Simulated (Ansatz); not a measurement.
A relaxed structure of Nb. All values below come from PBE (plane waves to 420 eV, PAW, scalar-relativistic; Ansatz, an electronic-structure program).

```
CELL_PARAMETERS angstrom
     -1.65481     1.65481     1.65481
      1.65481    -1.65481     1.65481
      1.65481     1.65481    -1.65481
ATOMIC_POSITIONS crystal
  Nb 0.00000 0.00000 0.00000
```

**Question.** Find the space group and the Wyckoff positions (tolerance 0.01 Å).

**Answer.** Space group Im-3m (No. 229); a = 3.310 Å, b = 3.310 Å, c = 3.310 Å, α = 90.00°, β = 90.00°, γ = 90.00°

```
atom  site  symmetry       x       y       z
----  ----  --------  ------  ------  ------
Nb      2a      m-3m  0.0000  0.0000  0.0000
```

This is the bcc (W type).

**Question.** Give the shortest distances between elements (the closest pairs, up to four, under 3.6 Å).

**Answer.** Nb–Nb 2.87 Å.

| Item | Value |
|---|---|
| Volume per atom | 18.13 Å³ |
| Band gap | no gap (metallic) |

No spin polarisation in the result.

Measured for Nb: a 3.294 Å (static lattice; corrected from measurement; as listed in Daniel Mejia-Rodriguez, S. B. Trickey, Phys. Rev. B (2018)). Computed minus measured — a: PBE +0.5 %. The computed values are for a static lattice.

The run could not lose the symmetry of its start; a randomly shaken copy of 2 atoms returns to this structure.
